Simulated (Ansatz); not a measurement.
System: K₂Cd₃S₄ (Pnma, No. 62; cell taken from a computed entry). Method: PBEsol (PAW; Ansatz, a quantum-chemistry and plane-wave program).

The input as run:

Ansatz 0.2 input:
```yaml
crystal:
  lattice:
    - [13.7449776639, 0.0, 0.0]
    - [0.0, 10.1501501282, 0.0]
    - [0.0, 0.0, 6.6213603899]
  atoms:
    - { symbol: K, position: [0.4682584232, 0.25, 0.0175748574] }
    - { symbol: K, position: [0.5317415768, 0.75, 0.9824251426] }
    - { symbol: K, position: [0.0317415768, 0.75, 0.5175748574] }
    - { symbol: K, position: [0.9682584232, 0.25, 0.4824251426] }
    - { symbol: K, position: [0.0, 0.0, 0.0] }
    - { symbol: K, position: [0.5, 0.0, 0.5] }
    - { symbol: K, position: [0.5, 0.5, 0.5] }
    - { symbol: K, position: [0.0, 0.5, 0.0] }
    - { symbol: Cd, position: [0.2516055538, 0.0921073086, 0.342342091] }
    - { symbol: Cd, position: [0.7483944462, 0.9078926914, 0.657657909] }
    - { symbol: Cd, position: [0.2483944462, 0.9078926914, 0.842342091] }
    - { symbol: Cd, position: [0.7516055538, 0.0921073086, 0.157657909] }
    - { symbol: Cd, position: [0.7516055538, 0.4078926914, 0.157657909] }
    - { symbol: Cd, position: [0.2483944462, 0.5921073086, 0.842342091] }
    - { symbol: Cd, position: [0.7483944462, 0.5921073086, 0.657657909] }
    - { symbol: Cd, position: [0.2516055538, 0.4078926914, 0.342342091] }
    - { symbol: Cd, position: [0.7030173481, 0.25, 0.7179087703] }
    - { symbol: Cd, position: [0.2969826519, 0.75, 0.2820912297] }
    - { symbol: Cd, position: [0.7969826519, 0.75, 0.2179087703] }
    - { symbol: Cd, position: [0.2030173481, 0.25, 0.7820912297] }
    - { symbol: S, position: [0.1343767218, 0.0324388748, 0.6219300352] }
    - { symbol: S, position: [0.8656232782, 0.9675611252, 0.3780699648] }
    - { symbol: S, position: [0.3656232782, 0.9675611252, 0.1219300352] }
    - { symbol: S, position: [0.6343767218, 0.0324388748, 0.8780699648] }
    - { symbol: S, position: [0.6343767218, 0.4675611252, 0.8780699648] }
    - { symbol: S, position: [0.3656232782, 0.5324388748, 0.1219300352] }
    - { symbol: S, position: [0.8656232782, 0.5324388748, 0.3780699648] }
    - { symbol: S, position: [0.1343767218, 0.4675611252, 0.6219300352] }
    - { symbol: S, position: [0.8578412524, 0.25, 0.9272306442] }
    - { symbol: S, position: [0.1421587476, 0.75, 0.0727693558] }
    - { symbol: S, position: [0.6421587476, 0.75, 0.4272306442] }
    - { symbol: S, position: [0.3578412524, 0.25, 0.5727693558] }
    - { symbol: S, position: [0.855317912, 0.75, 0.8640184586] }
    - { symbol: S, position: [0.144682088, 0.25, 0.1359815414] }
    - { symbol: S, position: [0.644682088, 0.25, 0.3640184586] }
    - { symbol: S, position: [0.355317912, 0.75, 0.6359815414] }
basis:
  ecutwfc: 520
  ecutrho_ratio: 4
  xc_grid: 2
kpoints:
  mp_grid: { grid: [4, 4, 6] }
  band_path:
    path:
      - [0.0, 0.0, 0.0]
      - [0.5, 0.0, 0.0]
      - [0.5, 0.25, 0.0]
      - [0.5, 0.5, 0.0]
      - [0.0, 0.5, 0.0]
      - [0.0, 0.25, 0.0]
      - [0.0, 0.0, 0.125]
      - [0.0, 0.0, 0.25]
      - [0.0, 0.0, 0.375]
      - [0.0, 0.0, 0.5]
      - [0.5, 0.0, 0.5]
      - [0.5, 0.25, 0.5]
      - [0.5, 0.5, 0.5]
      - [0.0, 0.5, 0.5]
      - [0.0, 0.25, 0.5]
      - [0.5, 0.0, 0.125]
      - [0.5, 0.0, 0.25]
      - [0.5, 0.0, 0.375]
      - [0.0, 0.5, 0.125]
      - [0.0, 0.5, 0.25]
      - [0.0, 0.5, 0.375]
      - [0.5, 0.5, 0.125]
      - [0.5, 0.5, 0.25]
      - [0.5, 0.5, 0.375]
    npoints: 1
hamiltonian:
  xc: pbesol
  dispersion: none
  pseudopotentials: { kind: paw }
scf:
  occupations: { method: fermi_dirac, width: 0.01 }
  convergence: { dr2_threshold: 0.0000000036 }
output:
  forces: true
  stress: true
  eigenvalues: true
  write_bands: true
```

From the output:

```
Crystal: 36 atoms, lattice volume = 923.770 Å³
Basis set: ecut = 520 eV, 24903 PW (Γ), exchange–correlation on 216×160×100 points (8 copies of the dense FFT grid, shifted against one another)
Bands: 245, of which v1, the nominal top of the filled ones, is band 204 counted from 1 (203 counted from 0)
Symmetry: 8 space group operations
Space group: Pnma (ITA 62), of the structure as read, at distance tolerance 9.7e-5 Å
k-points: 36 of 96
Functional: x = pbesol(κ = 0.804, μ = 0.12345679012345678), c = pbesol(β = 0.046)
SCF iter   1: F=—  HF=-124526.152492 eV  |F-HF|=—  |Δ(HF+E_count)|=         —  Δρ=4.78e-3  dr2=2.85e-1
SCF iter   2: F=—  HF=-124526.082195 eV  |F-HF|=—  |Δ(HF+E_count)|=   7.03e-2  Δρ=1.71e-3  dr2=4.06e-2
  ...
SCF iter   8: F=—  HF=-124526.072677 eV  |F-HF|=—  |Δ(HF+E_count)|=   7.45e-8  Δρ=1.08e-6  dr2=1.88e-8
SCF iter   9: F=-124526.072677 eV  HF=-124526.072677 eV  |F-HF|=4.07e-10  |Δ(HF+E_count)|=   4.05e-9  Δρ=3.89e-7  dr2=2.21e-9
SCF 1 converged in 9 iterations: F = -124526.072677 eV  dr2 = 2.21e-9
SCF converged after 9 iterations
Free energy (F): -124526.072677 eV
  ...
  atom  12  Cd    -0.00095651    -0.00059580     0.00247098
  atom  13  Cd    -0.00095651     0.00059580     0.00247098
  atom  14  Cd     0.00095651    -0.00059580    -0.00247098
  atom  15  Cd     0.00095651    -0.00059580     0.00247098
  atom  16  Cd    -0.00095651     0.00059580    -0.00247098
  atom  17  Cd    -0.00242382     0.00000000    -0.00203733
  atom  18  Cd     0.00242382     0.00000000     0.00203733
  atom  19  Cd     0.00242382     0.00000000    -0.00203733
  atom  20  Cd    -0.00242382     0.00000000     0.00203733
  atom  21  S      0.00031035     0.00012334     0.00098646
  atom  22  S     -0.00031035    -0.00012334    -0.00098646
  atom  23  S     -0.00031035    -0.00012334     0.00098646
  atom  24  S      0.00031035     0.00012334    -0.00098646
  atom  25  S      0.00031035    -0.00012334    -0.00098646
  atom  26  S     -0.00031035     0.00012334     0.00098646
  atom  27  S     -0.00031035     0.00012334    -0.00098646
  atom  28  S      0.00031035    -0.00012334     0.00098646
  atom  29  S     -0.00157934     0.00000000    -0.00169679
  atom  30  S      0.00157934     0.00000000     0.00169679
  atom  31  S      0.00157934     0.00000000    -0.00169679
  atom  32  S     -0.00157934     0.00000000     0.00169679
  atom  33  S     -0.00166057     0.00000000     0.00225007
  atom  34  S      0.00166057     0.00000000    -0.00225007
  atom  35  S      0.00166057     0.00000000     0.00225007
  atom  36  S     -0.00166057     0.00000000    -0.00225007
--- Stress (GPa, compression-positive) ---
       -0.001994       0.000000       0.000000
        0.000000       0.006130       0.000000
        0.000000       0.000000      -0.003249
  P = ⅓ Tr σ = 0.0003 GPa (0.003 kbar)
```

The PAW data were made under PBE.
